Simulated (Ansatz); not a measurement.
# Al2O (triplet): the correlation ladder, cc-pVDZ

Aim: climb from Hartree-Fock through coupled cluster for Al2O (triplet) at one geometry and basis, and see what each rung misses.

Program: Ansatz 0.2.0, Gaussian basis. Level of theory: cc-pVDZ, core rule «outside noble gas», up to 11 orbitals frozen. These are calculated values, not measurements.

The runs, in order: UHF; CCSD(T) on ROHF; CCSD(T) on UHF; BCCD(T) on ROHF; CISD; CCSDT(Q) on ROHF; CCSDT(Q) on UHF.

40 further runs of the same task are left out: 12 for a known fault of the program, 14 that didn't finish, 14 set aside as unsound or not needed.

### 1 What is computed

The geometry is a PBE0/def2-TZVP stationary point (not a proven minimum).

3 atoms, charge 0, spin multiplicity 3.

Atoms are counted from 1 here; the program's logs count them from 0.

Bond lengths: Al1–O2 1.699 Å, O2–Al3 1.699 Å. Angles: Al1–O2–Al3 180.0°.

As a file:

```xyz
3
Al2O
Al    0.0000    0.0000    1.6991
O     0.0000    0.0000    0.0000
Al    0.0000    0.0000   -1.6991
```

### 2 UHF

Contents of in.yaml:

```yaml
crystal:
  periodic: [false, false, false]
  atoms:
    - {symbol: Al, position_ang: [0.000000, 0.000000, 1.699100]}
    - {symbol: O, position_ang: [0.000000, 0.000000, 0.000000]}
    - {symbol: Al, position_ang: [0.000000, 0.000000, -1.699100]}
basis:
  gaussian: {orbitals: cc-pVDZ}
magnetization: {spin_polarized: true, initial_magnetization: 2}
hamiltonian: {xc: hf}
output: {orbitals: {seedname: orbitals}}
```

Launch:

```console
> ansatz run in.yaml --threads 1 --pin off --events-out ev --progress --plain --max-ram 2393MiB
```

The runs that follow: CCSD(T) on ROHF; CCSD(T) on UHF; BCCD(T) on ROHF; CISD; CCSDT(Q) on ROHF; CCSDT(Q) on UHF.

Q: Predict the results of all the runs planned. Wanted: RCCSDT(Q) from the RHF energy; RMP2 from RCCSDT(Q); UMP2 from RCCSDT(Q); RCCSD from RCCSDT(Q); RCCSD(T) from RCCSDT(Q); UCCSD(T) from RCCSDT(Q); UCCSDT(Q) from RCCSDT(Q); T1 diagnostic.

**Answer**, as computed:

```
                         quantity            value
    RCCSDT(Q) from the ROHF energy       -7.5854 eV
              RMP2 from RCCSDT(Q)  +17.06 kcal/mol
              UMP2 from RCCSDT(Q)  +16.89 kcal/mol
             RCCSD from RCCSDT(Q)   +7.28 kcal/mol
          RCCSD(T) from RCCSDT(Q)   +2.14 kcal/mol
          UCCSD(T) from RCCSDT(Q)   +2.13 kcal/mol
         UCCSDT(Q) from RCCSDT(Q)   -0.13 kcal/mol
levels within 1 kcal/mol (43 meV)        UCCSDT(Q)
                    T1 diagnostic            0.028
```

In words: RCCSD(T) misses by +2.14 kcal/mol, 1.2 % of the correlation energy. These misses are within one basis, not against nature; the frozen cores of restricted and unrestricted runs differ, which can shift their rows.

With open shells the CI space here admits some triples and quadruples, so it is larger than plain CISD.
